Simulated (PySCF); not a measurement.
PF2PH2, F2H2P2.
SMILES with atom numbers: `[F:1][P:2]([F:3])[PH2:4]` (hydrogens: H5, H6 on P4)

Geometry (PBE0-D3(BJ)/def2-SVP, Å), atoms numbered from 1 in this order:
```
atom  x, y, z in Å
F1    -1.4033   -0.9752   -1.0798
P2    -0.8648    0.4215   -0.4751
F3    -1.7645    0.4807    0.8639
P4     0.9580   -0.4279    0.5065
H5     1.3962    0.8808    0.8881
H6     1.6830   -0.3771   -0.7268
```

Linear response at PBE0/def2-SVPD (PySCF, frozen core in the response, non-relativistic). Isolated species at its PBE0-D3(BJ)/def2-SVP geometry (one conformer only).

Static isotropic polarisability: 55.31 au (8.20 Å³), principal values 46.1, 48.3, 71.5 au.

Task: What is the polarisability at 1064 nm and at the sodium D line?

Result: 56.06 au at 1064 nm (+1.4 %), 57.89 au at 589.3 nm (+4.7 %). The rise at 589.3 nm is 3.46 times that at 1064 nm; a pure ω² law gives 3.26. The lowest singlet lies at 242 nm, shorter than both wavelengths.

Task: What is the isotropic C6 coefficient between two such molecules, C6 = (3/π)∫α(iω)² dω?

Result: 1054 au (Eh·bohr⁶) by a ten-point quadrature over imaginary frequencies, which is 630 eV·Å⁶ or 60.8 J·nm⁶/mol.

Task: Which effective excitation energy ω̄ makes London's formula C6 = (3/4)α²ω̄ exact here?

Result: ω̄ = 4·C6/(3α²) = 0.459 Eh = 12.5 eV. A one-pole form α(ω) = α/(1 − ω²/ω̄²) fitted to the 1064 nm value gives 10.1 eV.

Task: What n − 1 at the D line would an ideal gas of it have at 273.15 K and 1 atm (2.6868 × 10¹⁹ cm⁻³), by n − 1 = 2π·N·α′?

Result: 14.48 × 10⁻⁴, a formal value whether or not that pressure can be reached.

Task: How many electrons N does the Slater–Kirkwood formula C6 = (3/4)·√N·α^(3/2) need to give this C6?

Result: N = (4·C6/3)²/α³ = 11.7; the species has 50 electrons in all.

Task: The lowest 6 singlets have (eV, f): 5.13, 0.012; 5.93, 0.321; 6.49, 0.004; 6.51, 0.016; 7.04, 0.001; 7.09, 0.103. What share of the static polarisability do they carry in the sum over states α = Σ f/ω²?

Result: 8.99 au, 16.3 % of α; the largest term, 6.75 au, is that of the state at 5.93 eV. Their oscillator strengths add up to 0.46. Higher states carry the rest.
